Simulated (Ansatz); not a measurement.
**AlH2− (singlet): wave-function methods side by side at distance Al1–H2 = 2.679 Å, aug-cc-pVDZ**

How much of the correlation energy of AlH2− (singlet) does each wave-function method recover here?

The runs use Ansatz 0.2.0, Gaussian basis; aug-cc-pVDZ, core rule «outside noble gas», up to 5 orbitals frozen.

Plan: UHF; CCSD(T) on RHF; CCSD(T) on UHF; BCCD(T) on RHF; CISD; CCSDT(Q) on RHF; CCSDT(Q) on UHF; CCSDTQ on RHF; CASSCF and MRCISD+Q, 2 electrons in 2 orbitals; CASSCF and NEVPT2, 2 electrons in 2 orbitals; CASSCF and MRCISD+Q, 6 electrons in 6 orbitals; CASSCF and NEVPT2, 6 electrons in 6 orbitals; Full CI.

## (1) The system

The geometry derives from a PBE0/def2-TZVPD stationary point (not a proven minimum). One bond is set to the value named and the two fragments are kept rigid.

3 atoms, charge -1, spin multiplicity 1.

Atoms are counted from 1 here; the program's logs count them from 0.

Bond lengths: Al1–H3 1.697 Å.

As a file:

```xyz
3
AlH2
Al    0.00000   -0.10451    0.02481
H     0.00000    1.73617   -1.92172
H     0.00000    1.06134    1.25769
```

## (2) UHF

File in.yaml:

```yaml
crystal:
  periodic: [false, false, false]
  atoms:
    - {symbol: Al, position_ang: [0.000000, -0.104505, 0.024806]}
    - {symbol: H, position_ang: [0.000000, 1.736171, -1.921717]}
    - {symbol: H, position_ang: [0.000000, 1.061336, 1.257686]}
basis:
  gaussian: {orbitals: aug-cc-pVDZ}
total_charge: -1
magnetization: {spin_polarized: true, initial_magnetization: 0}
hamiltonian: {xc: hf}
output: {orbitals: {seedname: orbitals}}
```

On the command line:

```sh
ansatz run in.yaml --threads 1 --pin off --events-out ev --progress --plain --max-ram 4096MiB --backend cpu
```

The runs that follow: CCSD(T) on RHF; CCSD(T) on UHF; BCCD(T) on RHF; CISD; CCSDT(Q) on RHF; CCSDT(Q) on UHF; CCSDTQ on RHF; CASSCF and MRCISD+Q, 2 electrons in 2 orbitals; CASSCF and NEVPT2, 2 electrons in 2 orbitals; CASSCF and MRCISD+Q, 6 electrons in 6 orbitals; CASSCF and NEVPT2, 6 electrons in 6 orbitals; Full CI.

**Question.** What will the summary of the whole plan be? Wanted: FCI from the RHF energy; RMP2 from FCI; RCCSD from FCI; RCCSD(T) from FCI; RCCSDT(Q) from FCI; NEVPT2 pair from FCI; MRCISD+Q pair from FCI; NEVPT2 valence from FCI; T1 diagnostic.

As calculated:

| quantity | value |
| --- | --- |
| FCI from the RHF energy | -3.2682 eV |
| RMP2 from FCI | +22.45 kcal/mol |
| RCCSD from FCI | +2.61 kcal/mol |
| RCCSD(T) from FCI | +0.74 kcal/mol |
| RCCSDT(Q) from FCI | +0.02 kcal/mol |
| NEVPT2 pair from FCI | +19.51 kcal/mol |
| MRCISD+Q pair from FCI | -0.97 kcal/mol |
| NEVPT2 valence from FCI | +17.00 kcal/mol |
| levels within 1 kcal/mol (43 meV) | RCCSD(T), BCCD(T), RCCSDT, RCCSDT(Q), RCCSDTQ, MRCISD+Q pair, MRCISD+Q valence |
| T1 diagnostic | 0.024 |
| effectively unpaired electrons | 0.17 |

What this shows: RCCSD(T) lands +0.74 kcal/mol from the yardstick (1.0 % of the correlation energy). MRCISD+Q pair falls below full CI: the +Q correction isn't variational, and the cores differ from full CI's. One determinant dominates. Of the multireference levels listed MRCISD+Q valence comes nearest in total energy (+0.32 kcal/mol), which doesn't show that its space is the better one. These misses are within one basis, not against nature.
